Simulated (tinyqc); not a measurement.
Orbital energy against energy difference: ionisation energy by orbital energies and by energy differences in the 6-31g basis, for BH3, spin multiplicity 1. Computed by the program tinyqc with PySCF. 

Geometry (angstrom):
```
atom,x,y,z
B,0.0000,0.0000,0.0450
H,1.1380,0.0000,0.0000
H,-0.5690,0.9860,0.0000
H,-0.5690,-0.9860,0.0000
```

CCSD(T) difference in the same basis = 13.0295 eV

IP-EOM-CCSD = 13.0351 eV

The cation is unrestricted; errors are against CCSD(T) in this basis, not against experiment.

First vertical ionisation energy (eV):
```
method,-e(HOMO),E(cation) - E,error of -e(HOMO),error of the difference
HF,13.719,12.72004,0.689,-0.309
LDA,8.421,13.21622,-4.608,0.187
PBE,8.444,13.12209,-4.586,0.093
B3LYP,9.742,13.36477,-3.287,0.335
PBE0,9.984,13.30142,-3.046,0.272
CAM-B3LYP,11.471,13.40604,-1.558,0.377
LC-wPBE,12.990,13.48818,-0.040,0.459
```

Koopmans errs by +0.69 eV and Delta-HF by -0.31 eV: relaxation, 1.00 eV, lowers the value and the missing correlation difference works against it. The PBE level is off by -4.6 eV through the wrong tail of its potential, though its energy difference is off by +0.09 eV; exact exchange deepens the level, and among the orbital energies LC-wPBE comes closest; among the differences PBE does.
